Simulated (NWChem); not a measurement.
System: pyrazine (C$_{4}$H$_{4}$N$_{2}$); SMILES c1cnccn1

All runs: NWChem. Pople sets run with spherical d functions. Structure relaxed at the PBE0/def2-SVP level. Level PBE/6-31G*: single points from the atomic guess with DIIS by default; each run changes one setting, and all converged runs end within 0.3 mHa of each other.

Problem. Which setting needs the most SCF iterations, or fails (no DIIS, 40 % damping; core-Hamiltonian guess; defaults; DIIS on 3 Fock matrices; no level shifting)?

Solution. no DIIS, 40 % damping, with 104 against 7 for the defaults.
```json
[
 {"setting": "defaults", "SCF iterations": "7"},
 {"setting": "no level shifting", "SCF iterations": "7"},
 {"setting": "core-Hamiltonian guess", "SCF iterations": "10"},
 {"setting": "DIIS on 3 Fock matrices", "SCF iterations": "7"},
 {"setting": "no DIIS, 40 % damping", "SCF iterations": "104"}
]
```
